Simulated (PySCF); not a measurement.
## C2H4O

The system: C2H4O, a carbene (divalent C1, bonded to 1 C + 1 O); neutral, triplet. The structure, one conformer, was relaxed in the gas phase by PBE0-D3(BJ)/def2-SVP. No frequency run checks that it is a minimum.

This triplet is an excited state: in a carbene with lone-pair donors on the centre (O) the singlet is known to lie well below it (the gap isn't computed here), so the molecule in its ground state shows no EPR spectrum.

SMILES: C[C]O

```tsv
atom	x (Å)	y (Å)	z (Å)
C1	0.471	0.462	-0.499
C2	-0.807	-0.054	0.028
O3	1.645	0.431	0.132
H4	-1.063	0.409	1.002
H5	-1.623	0.167	-0.674
H6	-0.787	-1.153	0.184
H7	2.195	-0.296	-0.196
```

EPR values by unrestricted B3LYP, IGLO-III on C O, pcH-1 on H.

Question: Predict g and the largest hyperfine couplings. Where does the spin sit?

Answer: g = 2.0020, 2.0025, 2.0029. The zero-field splitting dominates the spectrum: D = 0.72 cm⁻¹, |E| = 0.071 cm⁻¹ (spin-spin and spin-orbit parts, DFT, rough). The spin sits on C1 (89 %, bonded to 1 C + 1 O) by Mulliken populations.
```csv
atom,isotope,isotropic (MHz),"dipolar, principal values (MHz)"
C1,13C,303.6,"-72.5, 13.7, 58.8"
H7,1H,64.3,"-10.9, -7.6, 18.5"
H6,1H,69.6,"-5.6, -3.3, 8.9"
H4,1H,69.4,"-5.7, -3.2, 8.9"
O3,17O,-43.6,"-25.9, 6.0, 19.8"
C2,13C,41.4,"-6.2, -5.6, 11.8"
```

Question: How do the isotropic couplings move with BHandHLYP?

Answer: C1 303.6 to 335.7 MHz, H7 64.3 to 60.5 MHz, H6 69.6 to 69.9 MHz, H4 69.4 to 68.9 MHz.

The 2 runs behind this took 37 s in all, one thread each of Arm Neoverse N1 on a shared host, launched as `OMP_NUM_THREADS=1 python cluster_run.py task.json out`.
